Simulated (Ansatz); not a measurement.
## Worked example: correlation energy of H₃Si–C⁺, triplet

Geometry: that of the H3Si–C, doublet, kept fixed.

| atom | x (Å) | y (Å) | z (Å) |
| --- | --- | --- | --- |
| Si | -0.0027 | 0.0000 | 0.4927 |
| C | 0.0237 | 0.0000 | -1.3968 |
| H | 0.6305 | -1.2164 | 1.0698 |
| H | 0.6307 | 1.2163 | 1.0698 |
| H | -1.4681 | 0.0001 | 0.7752 |

Basis cc-pVTZ; Ansatz 0.2.0. Correlated methods freeze the noble-gas cores, which leaves 10 electrons in 100 orbitals. Prefix R: restricted or restricted open-shell reference; prefix U: unrestricted.

Full CI isn't at hand for all of this; UCCSDT(Q) serves as the reference, and is uncertain by about the last step of the cluster series.

Runs differ by some tens of microhartree through their thresholds and, for an open shell, their frozen cores, so steps under 0.03 kcal/mol mean nothing.

```
    level  total energy (hartree)
      UHF             -328.074583
     UMP2             -328.256359
    UCCSD             -328.299348
 UCCSD(T)             -328.306954
   UCCSDT             -328.308840
UCCSDT(Q)             -328.309264
```

Task: What is the correlation energy at UCCSDT(Q), and what share of it do UMP2 and UCCSDT recover?

Result: E(corr) = -328.309264 − (-328.074583) = -0.234681 hartree = -6.386 eV. UMP2: -0.181776 / -0.234681 = 77.46 %. UCCSDT: -0.234257 / -0.234681 = 99.82 %.

Task: By how many kcal/mol does UCCSD(T) miss UCCSDT(Q) (1 hartree = 627.509 kcal/mol), and which steps make up the rest?

Result: -328.306954 − (-328.309264) = 0.002310 hartree = 1.45 kcal/mol. Steps: UCCSDT − UCCSD(T) = -1.18, UCCSDT(Q) − UCCSDT = -0.27 kcal/mol. Differences between like states or geometries often cancel part of this.
